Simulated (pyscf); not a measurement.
Substitution at C: `[CH3][ZnH]` + `[H]` [doublet] → `[CH4]` + `[ZnH]` [doublet]

Gas phase, doublet surface, charge 0. Bonds broken: C1–Zn2. Bonds formed: C1–H7. Single points on ωB97X-D3(BJ)/def2-SVP structures (PySCF, gas phase). Correlated levels are frozen-core, on RHF or UHF. ΔMP2 is the change of the MP2 total energy from the triple- to the quadruple-zeta basis.

Transition state (Å):

```xyz
7

C     -0.9037    -0.3395    -0.2943
Zn     1.0818     0.3675     0.2701
H     -1.3245    -0.2187     0.7061
H     -1.0628     0.4413    -1.0408
H     -0.5558    -1.3240    -0.6141
H      2.5246     0.8816     0.6802
H     -2.3038    -0.8378    -0.6925
```

One imaginary mode, 1485i cm⁻¹; descent along it reached the two sides named.

```
bond    change  reactant side (Å)  saddle  product side
------  ------  -----------------  ------  ------------
C1–Zn2  breaks              1.945   2.182           3.9
C1–H7    forms                3.8   1.539         1.100
```

Electronic energies relative to the separated reactants (kJ/mol):

```tsv
level	barrier	reaction energy	reverse barrier
ωB97X-D3(BJ)/def2-TZVP	81.6	-140.1	221.7
PBE/def2-TZVP	40.8	-149.7	190.5
r²SCAN/def2-TZVP	44.9	-154.8	199.8
B3LYP-D3(BJ)/def2-TZVP	45.1	-168.5	213.6
PBE0-D3(BJ)/def2-TZVP	56.0	-151.4	207.4
M06-2X/def2-TZVP	62.1	-166.8	228.9
ωB97M-D3(BJ)/def2-TZVP	72.6	-153.4	226.1
HF/def2-TZVP	122.2	-174.8	297.1
MP2/def2-QZVPP	101.7	-111.5	213.2
CCSD/def2-TZVPP	79.3	-160.7	240.0
CCSD(T)/def2-TZVPP	74.5	-153.1	227.7
CCSD(T)/def2-TZVPP + ΔMP2(QZVPP)	75.4	-136.6	212.0
```

With CCSD(T)/def2-TZVPP + ΔMP2(QZVPP) energies and thermal terms (ideal gas, 1 atm, RRHO with modes under 100 cm⁻¹ raised to 100, one conformer, R ln 2 for chiral ones without a mode under 150 cm⁻¹), in kJ/mol:

```
T (K)   ΔH‡    ΔG‡      ΔH      ΔG
-----  ----  -----  ------  ------
298    77.7  104.3  -118.3  -125.0
600    75.5  132.2  -123.9  -129.6
900    73.8  160.9  -129.5  -131.2
1200   72.3  190.1  -134.4  -131.1
```

Abstraction by the radical was not located in this set and often lies lower. This is the saddle that the search found; another between the same sides may lie lower. The angle at the attacked C is 180°. The CCSD(T) − MP2 part came from Ansatz, without density fitting, on the same reference. The frozen core leaves the outer d or s,p core shells of the metals and heavy elements correlated in the MP2 and CC values, and def2-TZVPP describes them poorly, which can shift differences by a few kcal/mol. Elements up to Kr have no core potential and no relativistic terms here.
